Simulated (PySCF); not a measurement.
C₂H₃, SMILES [CH]=C (connectivity only; charge and spin as stated), charge +1, multiplicity 1.

The structure is a stationary point at B3LYP-D3(BJ)/def2-TZVP. The multiplicity is an assumed one; other spin states were not compared. The isomer is the one that the SMILES or the coordinates give; other isomers of the formula were not compared.

Method: TDA-CAM-B3LYP/def2-TZVPD in PySCF 2.14.0.

Vertical excitations. The molecule is in vacuum. State labels are in the subgroup C2v.

```json
[
 {"state": "S1", "symmetry": "A2", "energy (eV)": "3.21", "λ (nm)": "386", "f": "0.000", "main pairs": "HOMO→LUMO 100 %"},
 {"state": "S2", "symmetry": "A1", "energy (eV)": "7.74", "λ (nm)": "160", "f": "0.000", "main pairs": "HOMO−1→LUMO 56 %, HOMO→LUMO+1 42 %"},
 {"state": "S3", "symmetry": "B2", "energy (eV)": "8.61", "λ (nm)": "144", "f": "0.005", "main pairs": "HOMO−2→LUMO 94 %"},
 {"state": "S4", "symmetry": "A2", "energy (eV)": "10.77", "λ (nm)": "115", "f": "0.000", "main pairs": "HOMO−1→LUMO+1 99 %"},
 {"state": "S5", "symmetry": "B1", "energy (eV)": "10.78", "λ (nm)": "115", "f": "0.071", "main pairs": "HOMO→LUMO+2 85 %"},
 {"state": "S6", "symmetry": "B1", "energy (eV)": "11.27", "λ (nm)": "110", "f": "0.016", "main pairs": "HOMO→LUMO+3 84 %"},
 {"state": "S7", "symmetry": "A1", "energy (eV)": "11.72", "λ (nm)": "106", "f": "1.137", "main pairs": "HOMO→LUMO+1 48 %, HOMO−1→LUMO 37 %"},
 {"state": "S8", "symmetry": "B1", "energy (eV)": "11.81", "λ (nm)": "105", "f": "0.000", "main pairs": "HOMO−2→LUMO+1 93 %"},
 {"state": "S9", "symmetry": "B2", "energy (eV)": "12.27", "λ (nm)": "101", "f": "0.086", "main pairs": "HOMO−3→LUMO 87 %"},
 {"state": "S10", "symmetry": "A2", "energy (eV)": "12.39", "λ (nm)": "100", "f": "0.000", "main pairs": "HOMO→LUMO+4 97 %"},
 {"state": "T1", "symmetry": "A2", "energy (eV)": "2.48", "λ (nm)": "500", "f": "0", "main pairs": "HOMO→LUMO 99 %"},
 {"state": "T2", "symmetry": "A1", "energy (eV)": "5.45", "λ (nm)": "228", "f": "0", "main pairs": "HOMO→LUMO+1 97 %"},
 {"state": "T3", "symmetry": "A1", "energy (eV)": "6.70", "λ (nm)": "185", "f": "0", "main pairs": "HOMO−1→LUMO 98 %"},
 {"state": "T4", "symmetry": "B2", "energy (eV)": "7.37", "λ (nm)": "168", "f": "0", "main pairs": "HOMO−2→LUMO 96 %"}
]
```
Triplets are in the Tamm–Dancoff approximation.
